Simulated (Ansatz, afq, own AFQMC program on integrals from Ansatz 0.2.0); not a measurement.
Integrals from Ansatz 0.2.0, then the random walk in our own AFQMC program (afq).

```yaml
crystal:
  periodic: [false, false, false]
  atoms:
    - {symbol: Ge, position_ang: [0.000000, 0.370556, 0.530297]}
    - {symbol: Al, position_ang: [0.000000, -1.074566, -1.446524]}
    - {symbol: H, position_ang: [0.000000, 2.059871, 0.504701]}
basis:
  gaussian: {orbitals: cc-pVDZ}
magnetization: {spin_polarized: true, initial_magnetization: 2}
correlation: {method: ccsd_t, electrons: outside_noble_gas, hamiltonian_folder: ham}
```

```sh
$ ansatz run in.yaml --threads 1 --pin off --events-out ev --progress --plain --max-ram 1382MiB
```

Options of the walk:

```
--method phaseless --trial hf --walkers 120 --populations 1 --least-time 40 --time-step 0.005 --steps-per-block 20 --equilibration-blocks 112 --max-blocks 600 --target-error 0.00102 --factor-cut 1e-05 --start spin_pure --seed 4383 --taylor-order 6
```

Times are imaginary, in 1/Eh. The walk had a cap of 630 s. Filled inner d shells are frozen with the cores.

Log:

```
orbitals 31  electrons 5 3  factors 233 of 555
reference energy -2317.78520268 Eh
CCSD correlation -0.13950823 Eh in 16 cycles, weight of the determinant in the CISD state 0.8195
energy of the start -2317.788025 Eh
 block  time / (1/Eh)  mean weight  energy / Eh
     1     0.100  1.0004  -2317.805949
     2     0.200  1.0012  -2317.819024
     3     0.300  0.9998  -2317.830761
     4     0.400  1.0000  -2317.842155
     5     0.500  1.0000  -2317.852195
     7     0.700  1.0006  -2317.864472
     9     0.900  0.9995  -2317.880554
    18     1.800  1.0008  -2317.906123
    52     5.200  1.0002  -2317.919162
    86     8.600  0.9996  -2317.920705
   120    12.000  0.9996  -2317.915939
   154    15.400  0.9998  -2317.948275
   188    18.800  1.0006  -2317.939743
   222    22.200  0.9997  -2317.926576
   256    25.600  0.9997  -2317.926954
   290    29.000  1.0002  -2317.924567
   307    30.700  1.0013  -2317.967327
   324    32.400  1.0010  -2317.927685
   358    35.800  1.0000  -2317.915721
   392    39.200  0.9992  -2317.910554
   426    42.600  0.9996  -2317.932603
   460    46.000  1.0005  -2317.931518
   494    49.400  0.9990  -2317.922508
   528    52.800  0.9969  -2317.939683
   562    56.200  0.9996  -2317.918384
   596    59.600  1.0005  -2317.916121
   630    63.000  1.0005  -2317.941424
   664    66.400  1.0002  -2317.927957
   698    69.800  0.9997  -2317.941009
blocks merged  error / Eh  count
     1  0.000441  600
     2  0.000597  300
     4  0.000799  150
     8  0.001033  75
    16  0.001280  37
    32  0.001450  18
    64  0.001428  9
energy -2317.930431 +/- 0.001450 Eh
(rows thinned)
```

The run passed its tests (sampling time, drift between the halves within three errors, error under three times the target), which doesn't prove that it has relaxed.

Against this walk (error 39.4 meV) on the same determinant: CCSD(T) 8.2 meV higher (within the noise), CCSDT(Q) 49.3 meV lower (within the noise), a separate phaseless walk with a CISD trial and standard settings 15.2 ± 40.5 meV lower (within the noise). The error is statistical and leaves out the bias of the constraint. The determinant has ⟨S²⟩ = 2.22, so the low cluster orders mix in higher spin (the high orders can go on to a lower state of that spin), while the walk starts as a pure triplet. None of these is a sure reference here.

Cautions: constraint bias not in the error; error above the target (39.4 against 27.8 meV); no relativity below Rb; no spin-orbit coupling; inner d shell frozen; lower spins were not checked; higher spins were not checked; strong correlation (T1 0.059, weight of the determinant 0.82, largest double 0.09); unrestricted determinant spin contaminated (⟨S²⟩ 2.22 against 2.00); the bias of populations of 120 walkers isn't removed.

The walk took 2.1 min on 1 thread of Intel(R) Xeon(R) Platinum 8488C (Sapphire Rapids) (shared host). The log's last line is the phaseless energy.

CCSDT and higher add their correlation energy to the determinant of the CCSD(T) run, since their own runs factorise the integrals more tightly (a shift of under 2 meV). A walk keeps the symmetry of its determinant, which the program's search chose and which needn't be the lowest solution, so a lower state of the same spin and another symmetry isn't excluded.
